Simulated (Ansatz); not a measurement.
Results of G0W0@HSE06 in Ansatz (plane waves, hard PAW, contour deformation, complete-basis limit) for antifluorite Mg₂Sn.

Run with largest k mesh 6×6×6 (not extrapolated in the mesh).

The cell has the measured lattice: a = 6.766 Å, b = 6.766 Å, c = 6.766 Å, α = 90.00°, β = 90.00°, γ = 90.00°.

### Question
What does this level give for the band gap?

### Answer

band gap: 0.47 eV

Measured, for comparison: band gap 0.36 eV (temperature not stated, no zero-point or thermal correction, indirect, Γ–X; as tabulated in Ryu et al. (2019), arXiv:1905.06140).

Note: filled d or f shells below the valence bands can shift G0W0 gaps through exchange with them, which wasn't tested here; GW on a hybrid start was not checked against another program; cell and atoms aren't relaxed at this level; the gap holds a correction of +0.09 eV to the complete basis.

Spin–orbit coupling is not included.

Computed values are for the static lattice.

Ansatz is a program for electronic structure.
